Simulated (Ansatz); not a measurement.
## Ansatz (development build ahead of 0.2.0) run

```yaml
crystal:
  periodic: [false, false, false]
  atoms:
    - { symbol: C, position_ang: [1.21643, 0.0, 0.0] }
    - { symbol: C, position_ang: [0.3759, 1.15689, 0.0] }
    - { symbol: C, position_ang: [-0.98411, 0.715, 0.0] }
    - { symbol: C, position_ang: [-0.98411, -0.715, 0.0] }
    - { symbol: C, position_ang: [0.3759, -1.15689, 0.0] }
    - { symbol: O, position_ang: [2.46643, 0.0, 0.0] }
    - { symbol: H, position_ang: [0.71118, 2.18879, 0.0] }
    - { symbol: H, position_ang: [-1.8619, 1.35275, 0.0] }
    - { symbol: H, position_ang: [-1.8619, -1.35275, 0.0] }
    - { symbol: H, position_ang: [0.71118, -2.18879, 0.0] }
basis:
  gaussian: { orbitals: def2-TZVP }
hamiltonian:
  xc: hf
```

The input is written out in the form of the current development build from the run's settings.

Results

```
Converged                       : yes
Total energy                    : -266.54500 hartree
Spin squared of the determinant : 0.000
Stability test                  : minimum among restricted orbitals
```

Caution: an unrestricted determinant lies well below.
